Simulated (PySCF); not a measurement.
Excitations are Tamm–Dancoff values on a coarser integration grid. The basis has no diffuse functions, so Rydberg states are missing or too high.

Cartesian coordinates (Å):
```xyz
5

F     -1.1331    -0.8289    -0.7252
Si     0.0000     0.0000     0.0000
F      0.5924    -0.8498     1.1933
F     -0.6095     1.3449     0.5628
F      1.1502     0.3338    -1.0309
```
Charge 0, multiplicity 1.

Q: What is the computed dipole moment, LUMO, total energy, brightest of the four lowest singlets (TDA) and HOMO–LUMO gap (PBE-D3(BJ)/def2-TZVP (PySCF))?

A: 
* **dipole moment**: 0.00 D
* **LUMO**: -0.78 eV
* **total energy**: -688.8119 Ha
* **brightest of the four lowest singlets (TDA)**: 11.04 eV
* **HOMO–LUMO gap**: 9.80 eV
